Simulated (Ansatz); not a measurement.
K3Sc: from a trial structure to a relaxed crystal

Theory: DFT PBE, scalar-relativistic, plane waves, PAW in Ansatz 0.2.0. Cutoff 420 eV, Γ-centred k mesh, Gaussian smearing, no spin polarisation in the final step.

K3Sc was placed on the Ni3Sn (D0_19) structure type (P6_3/mmc, No. 194), with Sc in place of Sn, K in place of Ni, at a guessed volume.

```
K Sc
1.0
     7.22523    0.00000    0.00000
    -3.61262    6.25723    0.00000
     0.00000    0.00000    5.79936
K Sc
6 2
Cartesian
  3.6126 4.1673 1.4498
  -1.8027 5.2123 4.3495
  1.8099 1.0450 1.4498
  0.0000 2.0899 4.3495
  5.4153 1.0450 1.4498
  1.8027 5.2123 4.3495
  0.0000 4.1715 1.4498
  3.6126 2.0857 4.3495
```

Cell and atoms relax at zero pressure; the relaxation can't lower the symmetry of the start. After a coarse first stage the cell is made exact in the group found at 0.06 Å.

Energies over the elements count from the elements' standard structures at the same level, with no empirical corrections.

(1) Describe the relaxed structure.

(2) What are its volume, energy, density and gap?

Results:

(1) It keeps P6_3/mmc (No. 194). The result has the Ni3Sn (D0_19) structure. Conventional cell: a = 8.516 Å, c = 6.945 Å. K has 2 K at 4.07 Å, 4 Sc at 4.19–4.26 Å and 6 K at 4.32–4.45 Å; around Sc lie 12 K at 4.19–4.26 Å.

```xyz
8
Lattice="8.5162 0.0000 0.0000 -4.2581 7.3752 0.0000 0.0000 0.0000 6.9453" Properties=species:S:1:pos:R:3 pbc="T T T"
K     4.2581    4.8086    1.7363
K    -2.0353    6.0919    5.2090
K     2.2227    1.2833    1.7363
K     0.0000    2.5666    5.2090
K     6.2934    1.2833    1.7363
K     2.0353    6.0919    5.2090
Sc    0.0000    4.9168    1.7363
Sc    4.2581    2.4584    5.2090
```

(2) The volume per atom is 54.53 Å³. The density is 1.24 g/cm³ and the energy over the elements is 0.62 eV/atom. The gap on the 6×6×6 mesh is 0 eV (a metal).

The final run used a 6×6×6 mesh on its 8-atom cell and 0.10 eV smearing. The k mesh leaves about 4 meV/atom of noise in metals. Symmetry constrained the relaxation, so the result can be a saddle point. The steps took roughly 2.2 core-minutes in all.